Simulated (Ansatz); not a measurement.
Saddle point of CH9NSi, singlet (CH₇NSi ([CH3][NH][SiH3]) + H₂ → CH₅N ([CH3][NH2]) + SiH₄; bonds formed: Si1–H8, N2–H7; bonds broken: Si1–N2, H7–H8), PBE0-D4/def2-TZVP structure:

```json
{"atom": "Si1", "x (Å)": "0.1192", "y (Å)": "0.6418", "z (Å)": "1.1870"}
{"atom": "N2", "x (Å)": "0.5167", "y (Å)": "-0.0047", "z (Å)": "-0.5179"}
{"atom": "C3", "x (Å)": "-0.3333", "y (Å)": "-1.0953", "z (Å)": "-0.9896"}
{"atom": "H4", "x (Å)": "0.9425", "y (Å)": "1.7920", "z (Å)": "1.6264"}
{"atom": "H5", "x (Å)": "-1.2846", "y (Å)": "0.5398", "z (Å)": "1.6523"}
{"atom": "H6", "x (Å)": "0.7681", "y (Å)": "-0.5247", "z (Å)": "1.9107"}
{"atom": "H7", "x (Å)": "0.0333", "y (Å)": "1.0708", "z (Å)": "-0.7286"}
{"atom": "H8", "x (Å)": "-0.5661", "y (Å)": "1.8532", "z (Å)": "-0.1186"}
{"atom": "H9", "x (Å)": "1.5034", "y (Å)": "-0.1774", "z (Å)": "-0.6867"}
{"atom": "H10", "x (Å)": "-0.0787", "y (Å)": "-1.3719", "z (Å)": "-2.0136"}
{"atom": "H11", "x (Å)": "-1.3699", "y (Å)": "-0.7484", "z (Å)": "-0.9738"}
{"atom": "H12", "x (Å)": "-0.2504", "y (Å)": "-1.9755", "z (Å)": "-0.3477"}
```

Energies are electronic, without zero-point energy. Barriers and step energies count from the start structure reached by relaxing down the imaginary mode; all methods use the PBE0-D4 structures, on which another method's saddle can fall below an end. Ansatz 0.2.0; basis: def2-TZVPP, with def2-QZVPP for the basis limit; cores frozen in the correlated methods. B3LYP uses VWN-RPA correlation. Extrapolation: Hartree–Fock as exp(−7.88 √X), correlation as X^−2.97.

```csv
method,barrier (kcal/mol),step energy (kcal/mol)
SPW92,30.07,1.06
PBE-D4,38.20,2.01
BLYP-D4,?,3.38
r2SCAN-D4,41.63,3.10
B97M-V,42.18,1.93
PBE0-D4,41.08,1.86
B3LYP-D4,45.42,3.04
r2SCAN0-D4,43.42,2.74
BHLYP-D4,49.05,2.72
CAM-B3LYP-D4,46.11,2.86
wB97X-V,45.95,2.45
wB97M-V,45.23,2.53
B2PLYP,47.35,3.22
PBE-QIDH,?,2.68
RPA on PBE,47.29,2.38
HF,59.26,2.15
MP2,?,4.38
CCSD,48.73,2.26
CCSD(T),46.98,2.60
```

Question: Fill in the withheld barriers. (To be estimated.)

Answer: The calculation gives: BLYP-D4 43.52; MP2 47.26; PBE-QIDH 44.68 kcal/mol. Each is the energy of the saddle less that of the start structure, by the same method.

For comparison, the barrier by CCSD(T) at an estimated basis limit (MP2 extrapolated from triple and quadruple zeta, plus CCSD(T) − MP2 in triple zeta) is 46.98 kcal/mol.

No T1 diagnostic of these runs exceeds 0.012.

Labels in which every atom is bracketed show which atoms are joined, not bond orders.

For scale, one of the runs: CCSD(T)/def2-TZVPP, 230 basis functions, launched by `ansatz run in.yaml --threads 4 --pin off --events-out ev --progress --plain --max-ram 9574MiB`. Time: 61 s of wall clock on 4 CPU threads of an Arm Neoverse V1; the host was shared. Peak host memory: 3.9 GiB.
